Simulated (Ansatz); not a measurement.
The same path of BH4N + H (7 atoms, charge 0, multiplicity 2) was run 3 times with different band settings. Lost on the way: B1–H2. Made: H2–H7.

Computed with UKS PBE0-D4/def2-SVP in Ansatz.

Relaxed end points:

```xyz
7
Properties=species:S:1:pos:R:3
B 0.017 0.098 -0.304
H -0.163 -0.356 0.803
N 1.280 0.014 -0.871
H 2.070 -0.412 -0.404
H 1.501 0.373 -1.791
H -0.876 0.622 -0.931
H 0.085 -0.338 3.887
```

```xyz
7
Properties=species:S:1:pos:R:3
B 0.130 -0.166 -0.527
H -0.248 -0.378 2.313
N 1.371 0.004 -1.100
H 2.146 -0.630 -0.945
H 1.605 0.778 -1.717
H -0.819 0.566 -0.683
H -0.272 -0.174 3.048
```

Common settings: movable images 5; climbing image yes; spring 5.0 eV/Å²; start path through a guess of the saddle point; force threshold 0.05 eV/Å; end points relaxed.

| run | optimiser | iteration limit | largest step |
| --- | --- | --- | --- |
| 1 | quadratic models (default) | 60 | default |
| 2 | quadratic models (default) | 6 | default |
| 3 | fire | 60 | 0.02 Å |

Question: What does each run give, and how far can it be trusted?

Answer: Run 1: converged after 26 iterations, highest image 0.343 eV above the first end. A structure lower than the last end lies on the path between it and the top, so the climb from that side starts below the end, which may itself be a saddle point or a shallow side well. A vibrational analysis at the climbing image gives one clearly imaginary mode, 740i cm⁻¹: a first-order saddle point.
Run 2: not converged after 6 iterations, highest image 0.402 eV above the first end. The band didn't meet its force threshold, so its energies are provisional: the largest band force was still 0.92 eV/Å, and over the last iterations the top moved between 0.40 and 0.97 eV.
Run 3: not converged after 60 iterations, highest image 0.362 eV above the first end. The band didn't meet its force threshold, so its energies are provisional: the largest band force was still 0.08 eV/Å, and over the last iterations the top stayed at 0.36 eV.
